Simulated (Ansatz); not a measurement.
Predict the output of the script below (the Python package of Ansatz (0.2.0)).

`run_deck.py`:
```python
import ansatz
import numpy as np
import pandas as pd

DECK = '''
crystal:
  periodic: [false, false, false]
  atoms:
    - { symbol: C, position_ang: [1.463, 0.1583, -0.0924] }
    - { symbol: C, position_ang: [0.0383, 0.5126, 0.1777] }
    - { symbol: C, position_ang: [-0.9085, -0.524, 0.7197] }
    - { symbol: C, position_ang: [-1.1136, 0.0233, -0.6666] }
    - { symbol: O, position_ang: [-0.8375, -0.8652, -1.7195] }
    - { symbol: H, position_ang: [1.847, 0.7484, -0.9305] }
    - { symbol: H, position_ang: [2.0736, 0.3871, 0.7872] }
    - { symbol: H, position_ang: [1.6027, -0.9028, -0.3228] }
    - { symbol: H, position_ang: [-0.0445, 1.5243, 0.5571] }
    - { symbol: H, position_ang: [-1.6155, -0.2223, 1.4818] }
    - { symbol: H, position_ang: [-0.5613, -1.546, 0.8215] }
    - { symbol: H, position_ang: [-1.9436, 0.7063, -0.8133] }
total_charge: -1
basis:
  gaussian: { orbitals: cc-pVDZ }
correlation:
  method: mp2
output:
  forces: true
'''

session = ansatz.Session.from_yaml(DECK)
rep = session.plan(threads=1).execute().report

for key in ('converged', 'free_energy_ev', 'reference_energy_ev', 'n_frozen', 'n_occupied', 'n_virtual'):
    print(f'{key:22s} {rep[key]}')
symbols = ['C', 'C', 'C', 'C', 'O', 'H', 'H', 'H', 'H', 'H', 'H', 'H']
parts = rep['correlation']
for name in ('random_phase', 'coupled_cluster', 'perturbative'):
    if name in parts:
        print(f'{name:16s} {parts[name]["energy"]["hartree"]:12.7f} Ha')
if 'second_order' in parts:
    pair = parts['second_order']
    print(f'MP2 same spin {pair["same_spin"]["hartree"]:.7f} Ha, opposite spin {pair["opposite_spin"]["hartree"]:.7f} Ha')

forces = np.array(rep['forces_ev_ang'])
print('largest force', round(float(np.linalg.norm(forces, axis=1).max()), 4), 'eV/A, rms', round(float(np.sqrt((forces ** 2).mean())), 4))
charges = rep['charge_distribution']
table = pd.DataFrame({'atom': symbols, 'mulliken': charges['mulliken_charges_e'], 'lowdin': charges['lowdin_charges_e']})
print(table.round(3).to_string())
print('dipole (e A):', np.round(charges['dipole_moment_e_ang'], 4) + 0.0)
```

```console
$ python run_deck.py
converged              True
free_energy_ev         -6287.753407464007
reference_energy_ev    -6267.206573893359
n_frozen               5
n_occupied             [15, 15]
n_virtual              [85, 85]
MP2 same spin -0.1892663 Ha, opposite spin -0.5658159 Ha
largest force 5.9492 eV/A, rms 1.1639
   atom  mulliken  lowdin
0     C     0.016   0.001
1     C    -0.175  -0.170
2     C    -0.055  -0.092
3     C     0.145  -0.238
4     O    -0.675  -0.377
5     H    -0.001  -0.002
6     H    -0.029  -0.014
7     H     0.018  -0.000
8     H    -0.066  -0.018
9     H    -0.055  -0.027
10    H    -0.017  -0.014
11    H    -0.106  -0.049
dipole (e A): [0.421  0.4442 0.7748]
```

Reading the output:
- Total energies depend on the basis set; only differences at equal settings carry meaning.
- The geometry is a force-field or estimated start, not a minimum of this method, and the basis set is short of its limit.
- The Löwdin charges here are taken after orthogonalising the functions within each atom; they differ from plain Löwdin charges, and their signs can be unphysical.
- An ion's dipole depends on the origin; the program takes it about the centre of nuclear charge.
- Anions want diffuse functions, which this basis lacks.
- Hardware and time: 4.7 s on 1 thread of Arm Neoverse V1, on a shared host, peak memory 0.32 GiB.
